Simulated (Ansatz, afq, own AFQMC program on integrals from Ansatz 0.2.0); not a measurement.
**MgHSe, doublet in cc-pVDZ, levels against CCSDT(Q)**

| atom | x (Å) | y (Å) | z (Å) |
| --- | --- | --- | --- |
| Se | 0.0000 | 0.0000 | 2.1876 |
| Mg | 0.0000 | 0.0000 | -0.2465 |
| H | 0.0000 | 0.0000 | -1.9411 |

Connectivity, by distances: Se–MgH.

Basis cc-pVDZ. Noble-gas cores (and the filled d shells of Ga–Kr and In–Xe) are frozen. AFQMC by an in-house program on the Cholesky factors that Ansatz 0.2.0 writes for its CCSD(T) run. ph-AFQMC/CISD is guided by a CISD state made of CCSD amplitudes; releasing the constraint for a short imaginary time cuts its bias at the price of noise, slowly where states lie close. Uncertainties: one standard error, sampling alone. No spin–orbit coupling.

Determinant: UHF, the one that the program's search chose, which needn't be the lowest solution. The geometry is a point of a scan.

No full CI on the walks' own integrals is used here; CCSDT(Q) serves as the reference and is uncertain by about the last step of the cluster series.

Cautions: no relativity below Rb; no spin-orbit coupling; inner d shell frozen.

* T1 diagnostic: 0.0125
* weight of the determinant in the CISD state: 0.911
* ⟨S²⟩ of the determinant: 0.757
* size of the correlated space: 9 electrons in 31 orbitals

Reference: CCSDT(Q), correlation energy -4.053 eV. The released energy is read at 2.40 1/Eh (meV from the phaseless value at times in 1/Eh: -6 ± 7 at 0.24, -4 ± 6 at 0.51, -11 ± 6 at 0.99, -11 ± 7 at 1.62, -14 ± 9 at 2.40).

| level | E − E(reference) (kJ/mol) | share of correlation (%) |
| --- | --- | --- |
| HF | 391.0 | 0.00 |
| MP2 | 71.7 | 81.68 |
| CCSD | 8.9 | 97.72 |
| CCSD(T) | 2.0 | 99.50 |
| CCSDT | 0.6 | 99.85 |
| ph-AFQMC/HF | -1.0 ± 3.3 | 100.24 |
| ph-AFQMC/CISD | 1.4 ± 0.6 | 99.63 |
| released AFQMC | 0.1 ± 0.9 | 99.98 |

A walk keeps the symmetry of its determinant, which the program's search chose and which needn't be the lowest solution, so a lower state of the same spin and another symmetry isn't excluded. Released energies are given only where the last usable release times agree within the noise; a slower fall can still hide under it.
